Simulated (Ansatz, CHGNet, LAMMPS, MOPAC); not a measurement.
Elastic constant C66 of rutile SnO₂: levels of theory against measurement

Reference value: 207 GPa (measured, temperature not stated, no zero-point or thermal correction; as tabulated in Oses et al. (2018), arXiv:1811.08464).

```json
[
 {"level (code)": "ionic model woodley1999 (rigid ions, LAMMPS)", "value (GPa)": "307", "cell (Å³/atom)": "11.91", "difference (%)": "+48"},
 {"level (code)": "PM7 semi-empirical Hartree-Fock (MOPAC)", "value (GPa)": "167", "cell (Å³/atom)": "11.47", "difference (%)": "-19.3"},
 {"level (code)": "CHGNet-r²SCAN", "value (GPa)": "98.1", "cell (Å³/atom)": "12.15", "difference (%)": "-53"},
 {"level (code)": "PBE (Ansatz)", "value (GPa)": "177", "cell (Å³/atom)": "12.58", "difference (%)": "-14.5"},
 {"level (code)": "PBE0 (Ansatz)", "value (GPa)": "207", "cell (Å³/atom)": "12.01", "difference (%)": "0.0"}
]
```

The reference's temperature isn't stated, so close values are not ranked against it. Off by more than 25 %, or 35 % on the side where a correction would as a rule narrow the miss (bounds picked here): CHGNet-r²SCAN (-53 %), ionic model woodley1999 (+48 %).

The measured value isn't corrected to a static lattice, so vibrations enter the comparison.  PM7 semi-empirical Hartree-Fock (MOPAC): the method was fitted mainly to molecules. PM7 semi-empirical Hartree-Fock (MOPAC): the run uses a supercell at the zone centre in place of a k mesh. Each level is taken at its own relaxed cell. Ansatz's density-functional and Hartree–Fock values are scalar-relativistic unless marked +SOC, with PAW data made under PBE.

Empirical potentials (ionic model woodley1999) are fitted to chosen data: where that held the value shown, agreement is built in, and what lay outside the fit can be far off. Machine-learned potentials (CHGNet-r²SCAN) are trained on DFT data: a solid inside that data is no test of them.

Differences are worked out from the printed values.

Ansatz is a quantum-chemistry and plane-wave program.
